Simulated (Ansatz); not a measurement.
## One structure, 3 elements: Al2As3, Ga2As3, Tl2As3

Plane-wave DFT in Ansatz with scalar-relativistic PAW potentials, cutoff 420 eV, Γ-centred meshes chosen by cell and gap, Gaussian smearing with energies taken to zero width. Every cell was relaxed (cell and atoms) in a run of its own, within the symmetry of its start. Functional: PBE.

All members share space group R-3m and the same sites; only the element on one set of sites changes (Al, Ga, Tl). Members needn't be the stable form of their composition. Energies over the elements, where given, are against the elements' standard states in the same functional (H₂, N₂, O₂ and halogens uncorrected, Hg as a solid). The first member:

Space group R-3m:H (No. 166). a = 3.774 Å, b = 3.774 Å, c = 23.555 Å, α = 90.00°, β = 90.00°, γ = 120.00°
```
atom site symmetry x y z
  Al    6c        3m  0.6667  0.3333  0.7298
  As    3a       -3m  0.0000  0.0000  0.0000
  As    6c        3m  0.3333  0.6667  0.8672
```

```tsv
compound	V (Å³/atom)	a (Å)	c (Å)	energy over elements (eV/atom)
Al2As3	19.38	3.774	23.555	-0.066
Tl2As3	26.67	4.050	28.159	0.097
```

Predict the member with Ga.

V (Å³/atom) 20.76, a (Å) 3.853, c (Å) 24.228, energy over elements (eV/atom) -0.026. Interpolating linearly in period between Al and Tl would give 21.81 Å³/atom (5.0 % too large), with -0.012 eV/atom over the elements. Over the whole series the volume grows at each step down the group; all are metallic on the mesh; binding against the elements weakens.

Spin-orbit coupling is left out, which matters for the bands of heavy elements. For Tl, Pb and Bi spin-orbit coupling shifts energies too.